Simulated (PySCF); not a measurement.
Working with the constants of CS⁺

ROHF-CCSD(T) constants of CS⁺, ²Σ⁺ (doublet), unpaired electrons σ ↑ (basis C def2-SVP, S def2-SVP; no relativity; PySCF 2.14; masses 12.0000 and 31.9721 u):

| Property | Result |
| --- | --- |
| ωe | 1380.7 cm⁻¹ |
| ωexe | 7.88 cm⁻¹ |
| Be | 0.8451 cm⁻¹ |
| αe | 0.00630 cm⁻¹ |
| D (centrifugal) | 1.27e-06 cm⁻¹ |
| De to C + S⁺ | 5.60 eV |

**Question.** Give the vibrational terms G(v) and spacings up to v = 6.

**Answer.** G(v) = ωe(v+½) − ωexe(v+½)².

```
v  G(v) (cm⁻¹)  G(v) − G(v−1)  Bv (cm⁻¹)
0        688.4                    0.8419
1       2053.3         1364.9     0.8357
2       3402.5         1349.2     0.8293
3       4735.9         1333.4     0.8230
4       6053.6         1317.7     0.8167
5       7355.5         1301.9     0.8105
6       8641.6         1286.1     0.8041
```

**Question.** How well does the Morse estimate ωe²/(4ωexe) reproduce De, and what is D0?

**Answer.** It gives 7.50 eV, 134 % of the computed De. D0 = De − G(0) = 5.60 − 0.09 = 5.51 eV.

Correlated steps freeze 6 core orbitals. Correlated levels converge slowly with the basis: in double zeta they bind strong bonds too weakly, by up to about 1 eV, and carry superposition errors of some tenths. For an ion De counts to the pair picked by the measured ionisation energies or electron affinities, which need not be the lowest pair at this level. The state is the lowest determinant that a PBE0 search found; another state may lie lower at other levels.
